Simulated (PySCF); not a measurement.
A structure optimised at B3LYP-D3(BJ)/def2-SVP, used in a PySCF frequency run:

```
C
C 1 1.3426
H 2 1.0926 1 121.67
H 2 1.0948 3 117.09 1 180.00
H 1 1.0970 2 119.37 3 0.00
C 1 1.4579 5 116.28 2 180.00
C 6 1.3426 1 124.35 5 0.00
H 7 1.0926 6 121.67 1 180.00
H 7 1.0948 8 117.09 6 180.00
H 6 1.0970 7 119.37 8 0.00
```

### Question
Write its SMILES, formula and point group.

### Answer
C=CC=C, C₄H₆, C2h

### Question
What are its rotational constants (standard atomic weights)?

### Answer
41.971, 4.3950, 3.9784 GHz
